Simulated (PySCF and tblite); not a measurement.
Results of a calculation; reference values are marked as such.
n-hexane, C6H14, numbered as in [CH3:1][CH2:2][CH2:3][CH2:4][CH2:5][CH3:6]. Search: ETKDG, MMFF94s, GFN2-xTB, 150 starts; geometries at GFN2-xTB. Energies: PBE0-D3(BJ)/pcSseg-1 (IEF-PCM, chloroform), with GFN2-xTB thermal terms (plain harmonic). Symmetry numbers and mirror images are counted. Conformers within 4 kcal/mol (GFN2-xTB free energy) were kept, 10 at most. GIAO shieldings: PBE0/pcSseg-1 (IEF-PCM, chloroform). Shifts are against TMS (¹H), TMS (¹³C) at the same level. (PySCF 2.14, tblite 0.8.)

Torsions listed: C1–C2–C3–C4, C2–C3–C4–C5, C3–C4–C5–C6. Of a mirror pair one member is shown.

| conformer | shape | point group | mirror pair | ΔE(DFT) | Δ(G−E) at 220 K | δ C3/C4 (ppm) |
| --- | --- | --- | --- | --- | --- | --- |
| 1 | 180°, 180°, 180° | C2h | no | 0.00 | 0.00 | 39.0 |
| 2 | -67°, -175°, -179° | C1 | yes | 0.46 | 0.04 | 36.2 |
| 3 | 175°, 67°, 175° | C2 | yes | 0.46 | 0.04 | 37.4 |
| 4 | 62°, 63°, 174° | C1 | yes | 0.66 | 0.21 | 33.0 |
| 5 | -62°, -59°, -62° | C2 | yes | 0.84 | 0.46 | 28.4 |
| 6 | -66°, -170°, -66° | C2 | yes | 0.97 | 0.14 | 33.9 |
| 7 | -69°, 180°, 69° | Ci | no | 1.05 | -0.05 | 33.0 |
| 8 | 65°, -99°, 180° | C1 | yes | 2.49 | 0.32 | 34.7 |
| 9 | 174°, 65°, -99° | C1 | yes | 2.59 | 0.33 | 36.8 |
| 10 | -65°, 101°, 75° | C1 | yes | 3.09 | 0.45 | 31.8 |

Energies in kcal/mol; the thermal term leaves out symmetry numbers and mirror images.

**Question.** Work out the weights at 220 K and the ¹³C shift of C3/C4 under fast exchange.

**Answer.** RT = 0.437 kcal/mol. Each conformer gets RT ln(σ/g), with σ the rotational symmetry number and g = 2 for a mirror pair: 1: σ = 2, g = 1, G = 0.00 + 0.00 + 0.30 = 0.30, 0.10 above the lowest, exp(−ΔG/RT) = 0.789; 2: σ = 1, g = 2, G = 0.46 + 0.04 − 0.30 = 0.20, 0.00 above the lowest, exp(−ΔG/RT) = 1.000; 3: σ = 2, g = 2, G = 0.46 + 0.04 + 0.00 = 0.50, 0.30 above the lowest, exp(−ΔG/RT) = 0.499; 4: σ = 1, g = 2, G = 0.66 + 0.21 − 0.30 = 0.56, 0.36 above the lowest, exp(−ΔG/RT) = 0.441; 5: σ = 2, g = 2, G = 0.84 + 0.46 + 0.00 = 1.31, 1.11 above the lowest, exp(−ΔG/RT) = 0.080; 6: σ = 2, g = 2, G = 0.97 + 0.14 + 0.00 = 1.11, 0.91 above the lowest, exp(−ΔG/RT) = 0.124; 7: σ = 1, g = 1, G = 1.05 − 0.05 + 0.00 = 1.00, 0.80 above the lowest, exp(−ΔG/RT) = 0.160; 8: σ = 1, g = 2, G = 2.49 + 0.32 − 0.30 = 2.50, 2.31 above the lowest, exp(−ΔG/RT) = 0.005; 9: σ = 1, g = 2, G = 2.59 + 0.33 − 0.30 = 2.62, 2.42 above the lowest, exp(−ΔG/RT) = 0.004; 10: σ = 1, g = 2, G = 3.09 + 0.45 − 0.30 = 3.23, 3.04 above the lowest, exp(−ΔG/RT) = 0.001. The sum is 3.103, so the weights are 25.4, 32.2, 16.1, 14.2, 2.6, 4.0, 5.2, 0.2, 0.1, 0.0 %. The averaged shift is 36.2 ppm. At 298.15 K it is 35.8 ppm. At 298.15 K the leading conformer alone gives 36.2 ppm and bare DFT energies give 36.0 ppm.

For its torsions the set is small; conformers may be missing.
